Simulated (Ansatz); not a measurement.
Diamond-structure Si, treated with revPBE (PAW; Ansatz, a first-principles code).

Numerical settings: plane-wave cutoff 520 eV, 12×12×12 k mesh, Fermi–Dirac smearing 0.01 eV, scalar-relativistic PAW data made under PBE.

The volume scan:

| V (Å³/atom) | E − E_lowest (meV/atom) | P (GPa) |
|---|---|---|
| 19.483 | 22.35 | 6.08 |
| 19.898 | 9.58 | 3.84 |
| 20.312 | 2.31 | 1.82 |
| 20.727 | 0.00 | 0.00 |
| 21.141 | 2.14 | -1.63 |
| 21.556 | 8.29 | -3.09 |
| 21.970 | 18.03 | -4.41 |

Problem. Fit the third-order Birch–Murnaghan equation and give B0 and B′.

Solution. V0 = 20.727 Å³/atom, B0 = 85.9 GPa, B′ = 4.3 (fit to the energies at full precision).

Measured, for comparison: bulk modulus 101 GPa (0 K value with zero-point phonon effects removed; as tabulated in Sun et al. (2011), doi:10.1103/physrevb.84.035117); equilibrium volume per atom 19.91 Å³/atom (static lattice: zero-point anharmonic expansion removed; as tabulated in Mejia-Rodriguez and Trickey (2018), arXiv:1807.09216). Computed (rounded) less measured: bulk modulus -15 %, equilibrium volume per atom +4.1 %.

Computing time: very roughly 13 core-seconds.
